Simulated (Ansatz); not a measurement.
The inner images of a band of AlFH2 + H4Si (9 atoms, charge 0, multiplicity 1) are given out of order.

The calculation used RKS PBE0-D4/def2-SVP in Ansatz.

Image 0:

```xyz
9
Properties=species:S:1:pos:R:3
Al -0.067 0.183 0.149
F 0.347 1.271 1.353
H 1.128 -0.462 -0.675
H -1.590 0.123 -0.280
Si 0.165 -2.765 1.113
H -0.331 -3.001 -0.270
H 1.641 -2.909 1.217
H -0.552 -3.617 2.101
H -0.189 -1.340 1.493
```

Image 6:

```xyz
9
Properties=species:S:1:pos:R:3
Al 0.073 -0.303 -0.178
F -0.255 0.047 1.811
H 1.445 0.458 -0.428
H -1.296 0.170 -0.830
Si 0.203 -2.645 0.625
H -0.881 -3.625 0.300
H 1.510 -3.374 0.645
H -0.043 -2.378 2.133
H -0.203 -0.866 2.122
```

Task: Put them in order from the first end to the last, with their energies above the first end.
A.
```xyz
9
Properties=species:S:1:pos:R:3
Al -0.125 -0.254 -0.023
F 0.296 0.376 1.745
H 1.097 0.049 -0.980
H -1.656 0.017 -0.312
Si 0.157 -2.594 1.024
H -0.170 -3.112 -0.354
H 1.506 -3.133 1.377
H -0.868 -3.165 1.952
H 0.317 -0.701 1.771
```
B.
```xyz
9
Properties=species:S:1:pos:R:3
Al -0.126 0.139 0.117
F 0.244 0.990 1.517
H 1.039 -0.063 -0.939
H -1.660 -0.112 -0.196
Si 0.208 -2.737 1.124
H -0.181 -2.917 -0.301
H 1.578 -3.250 1.381
H -0.817 -3.300 2.040
H 0.269 -1.266 1.458
```
C.
```xyz
9
Properties=species:S:1:pos:R:3
Al -0.118 -0.046 0.067
F 0.284 0.592 1.624
H 1.058 -0.009 -0.997
H -1.666 -0.039 -0.280
Si 0.187 -2.614 1.114
H -0.180 -2.995 -0.301
H 1.544 -3.149 1.379
H -0.851 -3.179 2.008
H 0.294 -1.078 1.586
```
D.
```xyz
9
Properties=species:S:1:pos:R:3
Al 0.021 -0.372 -0.174
F 0.182 0.226 1.831
H 1.303 0.318 -0.809
H -1.450 0.167 -0.467
Si 0.143 -2.689 0.670
H -0.512 -3.725 -0.185
H 1.510 -3.182 1.043
H -0.618 -2.703 1.988
H -0.027 -0.557 2.303
```
E.
```xyz
9
Properties=species:S:1:pos:R:3
Al -0.102 0.188 0.143
F 0.243 1.303 1.345
H 1.107 -0.277 -0.772
H -1.630 -0.078 -0.174
Si 0.192 -2.771 1.116
H -0.259 -2.896 -0.296
H 1.614 -3.170 1.282
H -0.711 -3.503 2.045
H 0.097 -1.313 1.512
```

Result: E (+0.4 kJ/mol), B (+5.5 kJ/mol), C (+65.6 kJ/mol), A (+160.9 kJ/mol), D (+136.5 kJ/mol).

Time of the run: 3.1 min on 1 thread of Intel(R) Xeon(R) Platinum 8488C (Sapphire Rapids), on a shared host, peak memory 0.18 GiB.
